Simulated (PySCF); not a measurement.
Ionisation of cyclopropyl methyl ketone

Molecule: cyclopropyl methyl ketone, `CC(=O)C1CC1` (C5H8O). Atom numbers as in the mapped SMILES `[CH3:1][C:2](=[O:3])[CH:4]1[CH2:5][CH2:6]1`. These are map numbers, not IUPAC locants.

These are calculated values, ωB97X-D3(BJ)/ma-def2-TZVP in PySCF (grid level 2) at geometries from PBE0-D3(BJ)/def2-SVP. The prefix ma- adds one diffuse s and one diffuse p function on all atoms but H. Thermal corrections: PBE0-D3(BJ)/def2-SVP frequencies, unscaled, ideal gas at 298.15 K and 1 bar, quasi-RRHO entropy.

Frontier levels of the parent: HOMO -9.76 eV, LUMO 1.02 eV.

Oxidation to the radical cation:
```
Vertical ionisation energy (electronic)              : 9.52 eV
Adiabatic ionisation energy (with zero-point energy) : 9.34 eV
Adiabatic, electronic part                           : 9.40 eV
Vertical gap at the product's structure              : 9.21 eV
Inner reorganisation energy (four-point)             : 306 meV
Relaxation of product / of parent                    : 120 / 186 meV
⟨S²⟩ of the product                                  : 0.756
Largest spin populations                             : O3 0.83, C1 0.14
Largest changes of atomic charge                     : O3 0.44
Distances that move most (Å)                         : C2–C4 1.493 → 1.447; C4–C5 1.512 → 1.540; C4–C6 1.513 → 1.540; C5–C6 1.482 → 1.463
Potential in acetonitrile                            : 7.13 V absolute, 2.59 V against Fc+/Fc computed at 4.54 V (solvation -23 → -233 kJ/mol)
```

Solvents are IEF-PCM continua (electrostatics only, gas-phase structures); absolute potentials refer to an electron at rest in vacuum. Fc+/Fc in acetonitrile, 4.54 V, is ωB97X-D3(BJ)/ma-def2-TZVP on PBE0-D3(BJ)/def2-SVP structures with GFN2-xTB thermal terms. Benchmark calculations put it near 5.0 V in acetonitrile and DMSO, so it is about 0.5 V low, and the value against it can read up to that much too high.

Measured values (NIST Chemistry WebBook, evaluated or the median of agreeing entries): vertical ionisation energy 9.48 eV (computed 9.52, difference 0.04).

Hardware: 1 thread of Arm Neoverse V1, shared with other jobs. Command: `OMP_NUM_THREADS=1 python redox_run.py task.json out`. Structures, frequencies and single points: 17 min.
